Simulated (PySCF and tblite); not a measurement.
Results of a calculation; reference values are marked as such.
System: acryloyl chloride, C₃H₃ClO, numbered as in [CH2:1]=[CH:2][C:3](=[O:4])[Cl:5].

The path came from a restrained scan, a climbing-image band and a saddle search at GFN2-xTB; energies are PBE0/pcSseg-2 + D3(BJ)//GFN2-xTB, thermal terms GFN2-xTB. Rate constants are transition-state-theory values, counting equivalent paths, without tunnelling. Programs: tblite and PySCF.

Task: What barrier does the rotation about the C2–C3 bond (torsion C1–C2–C3–O4 from 0° to 180°, rising) meet, and how fast is it at 298 K?

Result: The electronic barrier is 5.9 kcal/mol and ΔG‡(298 K) 5.9 kcal/mol, over a C1 saddle with an imaginary mode of 106i cm⁻¹ (GFN2-xTB). With 2 equivalent paths, k is 5.6×10⁸ s⁻¹, a mean lifetime of the start of 1.8 ns against this motion. The end lies 0.1 kcal/mol below the start in free energy.
